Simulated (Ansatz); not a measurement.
## BH2Cl (SMILES [H]B([H])Cl): the energy, rung by rung

BH2Cl has 4 atoms, charge 0, and is taken as a singlet. SMILES: `[H]B([H])Cl`. The coordinates come from a GFN2-xTB relaxation.

| atom | x (Å) | y (Å) | z (Å) |
| --- | --- | --- | --- |
| B | 0.0693 | 0.1144 | -0.0004 |
| H | 1.2401 | 0.0707 | 0.0155 |
| H | -0.5121 | 1.1316 | -0.0190 |
| Cl | -0.7973 | -1.3167 | 0.0038 |

Each level gives the energy change with the B1–H3 bond stretched from 1.172 to 1.465 Å (eV). The values are calculated.

```csv
level,kind,program,value (eV),less FCI/STO-3G
SVWN5/STO-3G (restricted),LDA,Ansatz,0.86,+0.05
PBE/STO-3G (restricted),GGA,Ansatz,0.82,+0.01
revPBE/STO-3G (restricted),GGA,Ansatz,0.80,-0.01
B3LYP/STO-3G (restricted),global hybrid,Ansatz,0.89,+0.08
HSE06/STO-3G (restricted),range-separated hybrid,Ansatz,0.92,+0.11
wB97M-V/STO-3G (restricted),range-separated hybrid,Ansatz,0.94,+0.13
CCSD/STO-3G (restricted),coupled cluster or CI,Ansatz,0.82,+0.01
CCSDTQ/STO-3G (restricted),coupled cluster or CI,Ansatz,0.81,0.00
FCI/STO-3G,exact in the basis,Ansatz,0.81,0.00
```

FCI/STO-3G is exact within its basis and frozen core, so for wave-function methods in that basis the difference is their error; functionals converge differently with the basis, so for them it is only a difference. The first shape isn't each level's own minimum. The values span 0.80 to 0.94 eV. All rows use very small basis sets, so even the best lies far from the true value.
